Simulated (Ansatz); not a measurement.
**CH3Si (quartet): the correlation ladder, cc-pVDZ**

An exercise on one series of results from a longer session: the logs are not shown, and one member is left open.

Computed with Ansatz 0.2.0, Gaussian basis. Level: cc-pVDZ, core rule «outside noble gas», up to 6 orbitals frozen.

Plan: UHF; CCSD(T) on ROHF; CCSD(T) on UHF; BCCD(T) on ROHF; CISD; CCSDT(Q) on ROHF; CCSDT(Q) on UHF; CASSCF and MRCISD+Q, 11 electrons in 11 orbitals; CASSCF and NEVPT2, 11 electrons in 11 orbitals.

16 further runs of the same task are left out: 6 that didn't finish, 10 set aside as unsound or not needed.

**What is computed**

The geometry is a PBE0/def2-TZVP stationary point (not a proven minimum) of the parent state, kept for this charge and spin.

5 atoms, charge 0, spin multiplicity 4.

Atoms are counted from 1 here; the program's logs count them from 0.

Bond lengths: Si1–C2 1.668 Å, Si1–H3 1.479 Å, Si1–H4 1.479 Å, C2–H5 1.073 Å. Angles: C2–Si1–H3 122.5°, C2–Si1–H4 122.5°, H3–Si1–H4 115.0°, Si1–C2–H5 180.0°.

The first run:

Contents of in.yaml:

```yaml
crystal:
  periodic: [false, false, false]
  atoms:
    - {symbol: Si, position_ang: [0.000000, 0.000000, 0.491574]}
    - {symbol: C, position_ang: [0.000000, 0.000000, -1.176602]}
    - {symbol: H, position_ang: [0.000000, 1.247023, 1.286284]}
    - {symbol: H, position_ang: [0.000000, -1.247023, 1.286284]}
    - {symbol: H, position_ang: [0.000000, 0.000000, -2.249409]}
basis:
  gaussian: {orbitals: cc-pVDZ}
magnetization: {spin_polarized: true, initial_magnetization: 3}
hamiltonian: {xc: hf}
output: {orbitals: {seedname: orbitals}}
```

The run is started by

```sh
> ansatz run in.yaml --threads 1 --pin off --events-out ev --progress --plain --max-ram 2393MiB
```

Steps of the session up to this table: UHF; CCSD(T) on ROHF; CCSD(T) on UHF; BCCD(T) on ROHF; CISD; CCSDT(Q) on ROHF; CCSDT(Q) on UHF; CASSCF and MRCISD+Q, 11 electrons in 11 orbitals; CASSCF and NEVPT2, 11 electrons in 11 orbitals.

One table of the session follows, with a row left open; its other results are not shown here.

```
          method  from UCCSDT(Q) (meV)
            ROHF               +6126.1
             UHF               +5820.9
            RMP2               +1204.6
            UMP2               +1216.6
            CISD                +564.1
           RCCSD                +164.8
           UCCSD                +159.1
        RCCSD(T)                 +35.0
        UCCSD(T)                 +33.9
         BCCD(T)                 +34.6
          RCCSDT                  +7.4
          UCCSDT                  +6.0
       RCCSDT(Q)                     ?
       UCCSDT(Q)                     0
  CASSCF valence               +4145.4
  NEVPT2 valence               +1014.3
  MRCISD valence                +283.0
MRCISD+Q valence                 +27.1
```

Q: Estimate the row for RCCSDT(Q) from the others.

**Answer.** from UCCSDT(Q) (meV): +1.4. In the column «from UCCSDT(Q) (meV)» it lies between UCCSDT(Q) (0) and UCCSDT (+6.0).

Limits of these values: Restricted and unrestricted rows rest on different reference determinants; where their highest levels disagree by more than a few hundredths of an eV, they describe different states and don't form one ladder.
